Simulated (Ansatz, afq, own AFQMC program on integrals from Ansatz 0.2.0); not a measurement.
Integrals from Ansatz 0.2.0, then the random walk in our own AFQMC program (afq).

```yaml
crystal:
  periodic: [false, false, false]
  atoms:
    - {symbol: O, position_ang: [0.000000, 0.000000, 0.000000]}
    - {symbol: C, position_ang: [0.000000, 0.000000, 1.195530]}
basis:
  gaussian: {orbitals: cc-pVQZ}
magnetization: {spin_polarized: true, initial_magnetization: 4}
correlation: {method: ccsd_t, electrons: outside_noble_gas, hamiltonian_folder: ham}
```

```sh
$ ansatz run in.yaml --threads 1 --pin off --events-out ev --progress --plain --max-ram 16896MiB --backend cuda --devices 0, --max-vram 18GiB
```

Options of the walk:

```
--method phaseless --trial hf --walkers 200 --populations 10 --least-time 40 --time-step 0.005 --steps-per-block 20 --equilibration-blocks 112 --max-blocks 4000 --target-error 0.0009500 --factor-cut 1e-05 --start spin_pure --seed 4268 --taylor-order 6
```

Times are imaginary, in 1/Eh. The walk had a cap of 68 s. With eight or more populations the least sampling time is a fifth of least-time, and the error comes from their spread.

afq prints:

```
orbitals 108  electrons 7 3  factors 681 of 681
reference energy -112.46230537 Eh
CCSD correlation -0.27891244 Eh in 10 cycles, weight of the determinant in the CISD state 0.9312
energy of the start -112.462577 Eh
 block  time / (1/Eh)  mean weight  energy / Eh
     1     0.100  1.0032  -112.586926
     2     0.200  1.0016  -112.650633
     3     0.300  1.0028  -112.685137
     4     0.400  1.0018  -112.696933
     5     0.500  1.0010  -112.712890
     8     0.800  0.9985  -112.735964
    22     2.200  1.0025  -112.761967
    85     8.500  1.0016  -112.730839
   148    14.800  0.9999  -112.749995
   211    21.100  0.9979  -112.715063
   253    25.300  1.0024  -112.774397
   274    27.400  0.9990  -112.718796
   337    33.700  0.9997  -112.750042
   400    40.000  1.0011  -112.753788
   463    46.300  0.9989  -112.746412
   526    52.600  0.9985  -112.741995
   589    58.900  0.9938  -112.731898
   652    65.200  0.9999  -112.758932
   715    71.500  0.9965  -112.744342
   778    77.800  1.0018  -112.741903
   841    84.100  1.0031  -112.749412
error from the spread of 10 populations
energy -112.747110 +/- 0.000896 Eh
(rows thinned)
```

The run passed its tests (sampling time, drift between the halves within three errors, error under three times the target), which doesn't prove that it has relaxed.

Against this walk (error 24.4 meV) on the same determinant: CCSD(T) 68.4 meV lower, the released energy of a separate walk with a CISD trial 92.7 ± 26.9 meV lower, a separate phaseless walk with a CISD trial and standard settings 81.1 ± 25.2 meV lower. The error is statistical and leaves out the bias of the constraint. AFQMC with the constraint released is the surest value here, so the walk's 93 meV above it is most likely the bias of the constraint with this trial, which can have either sign.

Cautions: constraint bias not in the error; another spin lies lower (by 5.86 eV); so few walkers bias the energy.

The walk took 66 s on 1 × NVIDIA H100 80GB HBM3 with 2 threads of AMD EPYC 7R13 Processor (Zen 3) (shared host) (the card was shared). The log's last line is the phaseless energy.

A walk keeps the symmetry of its determinant, which the program's search chose and which needn't be the lowest solution, so a lower state of the same spin and another symmetry isn't excluded.
